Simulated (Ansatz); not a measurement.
Predict the output of the script below (Ansatz 0.2.0 through its Python package).

`run_deck.py`
```python
"""Run C4H5Cl from an input written out key by key."""

import ansatz as az
import numpy as np

DECK = """
crystal:
  periodic: [false, false, false]
  atoms:
    - { symbol: Cl, position_ang: [2.143, 0.7749, 0.9763] }
    - { symbol: C, position_ang: [0.8495, 0.3063, -0.1858] }
    - { symbol: C, position_ang: [-0.4747, 1.0433, -0.1223] }
    - { symbol: C, position_ang: [-1.1975, -0.0809, 0.0354] }
    - { symbol: C, position_ang: [0.0254, -0.9689, 0.115] }
    - { symbol: H, position_ang: [1.3202, 0.2931, -1.1763] }
    - { symbol: H, position_ang: [-0.7266, 2.0949, -0.2187] }
    - { symbol: H, position_ang: [-2.2601, -0.2853, 0.1334] }
    - { symbol: H, position_ang: [0.109, -1.7491, -0.6496] }
    - { symbol: H, position_ang: [0.2116, -1.4283, 1.0927] }
basis:
  gaussian: { orbitals: def2-SVP }
hamiltonian:
  xc: b3lyp
output:
  forces: true
"""

session = az.Session.from_yaml(DECK)
r = session.plan(threads=1).execute().report

print("reference energy %16.6f eV" % r["reference_energy_ev"])
print("total energy     %16.6f eV" % r["free_energy_ev"])
print("occupied orbitals outside the frozen core (up, down):", r["n_occupied"], " frozen:", r["n_frozen"], " virtual:", r["n_virtual"])
symbols = ["Cl", "C", "C", "C", "C", "H", "H", "H", "H", "H"]
state = r["mean_field"]["state"]
print(f"mean field: {state['energy']['hartree']:.7f} Ha, <S^2> = {abs(state['spin_squared']):.4f}, stability: {state.get('stability', {}).get('kind')}")

print("forces (eV/A)")
for symbol, f in zip(symbols, r["forces_ev_ang"]):
    print(f"  {symbol:2s} {f[0]:9.4f} {f[1]:9.4f} {f[2]:9.4f}")
charges = r["charge_distribution"]
dipole = np.array(charges["dipole_moment_e_ang"]) * 4.803205
print("dipole (D): {:.3f} {:.3f} {:.3f}, length {:.3f}".format(*dipole, np.linalg.norm(dipole)))
print("atom  Mulliken   Lowdin")
for symbol, m, l in zip(symbols, charges["mulliken_charges_e"], charges["lowdin_charges_e"]):
    print(f"{symbol:4s} {m:9.3f} {l:8.3f}")
```

```console
$ python run_deck.py
reference energy    -16743.934416 eV
total energy        -16743.934416 eV
occupied orbitals outside the frozen core (up, down): [23, 23]  frozen: 0  virtual: [76, 76]
mean field: -615.3282403 Ha, <S^2> = 0.0000, stability: minimum
forces (eV/A)
  Cl   -0.0107    0.0068    0.1128
  C    -0.3377    0.2830   -0.1045
  C     0.0157   -0.1214   -0.0332
  C     0.5308    0.3126    0.2915
  C    -0.1858   -0.5275   -0.0504
  H     0.0858    0.0508   -0.0721
  H    -0.0160    0.2686   -0.0384
  H    -0.2233   -0.0490   -0.1161
  H     0.0231   -0.2712   -0.1852
  H     0.1181    0.0474    0.1956
dipole (D): -1.533 -0.647 -1.063, length 1.975
atom  Mulliken   Lowdin
Cl      -0.160    0.144
C       -0.041   -0.136
C        0.018   -0.033
C       -0.090    0.000
C        0.177    0.014
H        0.055   -0.005
H       -0.001    0.002
H        0.002    0.005
H        0.014    0.004
H        0.026    0.005
```

What to keep in mind:
- Total energies depend on the basis set; only differences at equal settings carry meaning.
- The geometry is a force-field or estimated start, not a minimum of this method, and the basis set is short of its limit.
- The Löwdin charges here are taken after orthogonalising the functions within each atom; they differ from plain Löwdin charges, and their signs can be unphysical.
- b3lyp holds the VWN-RPA fit, as in Gaussian; the form of ORCA and Turbomole is b3lyp5.
- Run time: 3.7 s on 1 thread of Arm Neoverse V2 (shared host), peak memory 0.25 GiB.

(Lines on the test bed's own set-up are left out of the output.)
